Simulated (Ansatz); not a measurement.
A made-up structure of CH3OS (charge +1), closed shell:

```csv
atom,x (Å),y (Å),z (Å)
O1,-0.8362,-0.8879,-0.5804
C2,0.2846,-0.0096,-0.6130
S3,1.0227,1.0837,0.7043
H4,-1.3751,-0.9523,0.3654
H5,0.8483,0.0213,-1.6971
H6,0.0557,0.7448,1.8209
```

It is relaxed with PBE-D4/def2-SVP and then PBE0-D4/def2-TZVP (Ansatz 0.2.0). Atoms count as bonded within 1.22 times the sum of their covalent radii (H–H: 0.88 Å). The end point is not checked to be a true minimum.

Question: Does its bonding change? (A judgement: the text doesn't fix the answer.)

Answer: By the calculation: No: no bond forms or breaks.

Where it ends: The first stage lowers the energy by 1.39 eV in 6 steps. It ends as CH₃OS ([OH][CH][SH]), total charge +1:
```
6
angstrom
O -0.7466 -0.7927 -0.5182
C 0.2541 -0.0086 -0.5474
S 0.9131 0.9676 0.6288
H -1.2278 -0.8503 0.3262
H 0.7573 0.0190 -1.5153
H 0.0498 0.6650 1.6258
```

Labels in which every atom is bracketed show which atoms are joined, not bond orders.

For scale, one of the runs: PBE0-D4/def2-TZVP relaxation, 117 basis functions, launched by `ansatz run in.yaml --threads 2 --pin off --events-out ev --progress --plain --max-ram 4352MiB`. Hardware: 2 CPU threads of an Arm Neoverse V1, shared host. Wall time about 16 s.
